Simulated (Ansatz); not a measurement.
# CHAlN+ (triplet): wave-function methods side by side, def2-QZVPP

One table from this session's results is given with a row withheld; the runs are named, their logs left out.

Method: def2-QZVPP, core rule «outside noble gas», up to 7 orbitals frozen; program: Ansatz 0.2.0, Gaussian basis.

To be run: UHF; ROHF; CCSD(T) on UHF.

2 further runs of the same task are left out: 2 set aside as unsound or not needed.

## The system

The geometry is a PBE0/def2-TZVP stationary point (not a proven minimum) of the parent state, kept for this charge and spin.

4 atoms, charge 1, spin multiplicity 3.

Atoms are counted from 1 here; the program's logs count them from 0.

Bond lengths: Al1–C2 2.161 Å, Al1–N3 2.007 Å, C2–N3 1.217 Å, C2–H4 1.095 Å. Angles: C2–Al1–N3 33.7°, Al1–C2–N3 66.2°, Al1–C2–H4 157.1°, N3–C2–H4 136.7°, Al1–N3–C2 80.1°.

As a file:

```
Al    0.0000    0.1053    1.0070
C     0.0000    0.4854   -1.1199
N     0.0000   -0.6969   -0.8328
H     0.0000    1.0823   -2.0381
```

Set-up of the first run:

File in.yaml:

```yaml
crystal:
  periodic: [false, false, false]
  atoms:
    - {symbol: Al, position_ang: [0.000000, 0.105264, 1.006952]}
    - {symbol: C, position_ang: [0.000000, 0.485411, -1.119862]}
    - {symbol: N, position_ang: [0.000000, -0.696891, -0.832779]}
    - {symbol: H, position_ang: [0.000000, 1.082252, -2.038110]}
basis:
  gaussian: {orbitals: "def2-QZVPP.json"}
total_charge: 1
magnetization: {spin_polarized: true, initial_magnetization: 2}
hamiltonian: {xc: hf}
output: {orbitals: {seedname: orbitals}}
```

Launch:

```console
ansatz run in.yaml --threads 1 --pin off --events-out ev --progress --plain --max-ram 2393MiB
```

Steps of the session up to this table: UHF; ROHF; CCSD(T) on UHF.

One of the session's tables, all rows but one given; the rest of the session is left out.

```
  method  from UCCSD(T) (kJ/mol)
    ROHF                       ?
     UHF                 +1085.3
    UMP2                   +82.9
   UCCSD                   +58.2
UCCSD(T)                       0
```

Q: Estimate the row for ROHF from the others.

**Answer.** from UCCSD(T) (kJ/mol): +1104.4. In the column «from UCCSD(T) (kJ/mol)» it is the highest.
